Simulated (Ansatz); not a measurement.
**How far each method lies from UCCSDT(Q) for H$_{2}$Ge–BH$_{2}$, doublet**

Geometry: a point of a stretch scan, not a stationary point.

```xyz
6

Ge    0.0000    0.0000    0.3522
B     0.0000    0.0000   -2.0978
H     0.0000    1.2553    1.2368
H     0.0000   -1.2553    1.2368
H     0.0000    1.0424   -2.6772
H     0.0000   -1.0424   -2.6772
```

Basis cc-pVDZ; Ansatz 0.2.0. Correlated methods freeze the noble-gas cores and the filled d shells of p-block atoms, which leaves 11 electrons in 46 orbitals. Prefix R: restricted or restricted open-shell reference; prefix U: unrestricted. No spin–orbit coupling is included, and no scalar relativity.

Full CI isn't at hand for all of this; UCCSDT(Q) serves as the reference, and is uncertain by about the last step of the cluster series.

The UHF ⟨S²⟩ is 0.780, the T1 diagnostic (RCCSD) is 0.0256 and the largest doubles amplitude (RCCSD) is 0.080. The T1 diagnostic (UCCSD) is 0.0287.

Task: From what is known of these methods and the diagnostics, rank them by the size of their error in total energy against UCCSDT(Q) in cc-pVDZ, smallest first (an estimate: the text doesn't fix the numbers).
A. UCCSDT
B. UMP2
C. UCCSD
D. UCCSD(T)
E. UHF

Result: A (0.8 kJ/mol), D (4.9 kJ/mol), C (20.4 kJ/mol), B (132.3 kJ/mol), E (569.5 kJ/mol).

All errors are against UCCSDT(Q) in cc-pVDZ. Within each family the higher level lies nearer, as is usual though not guaranteed.
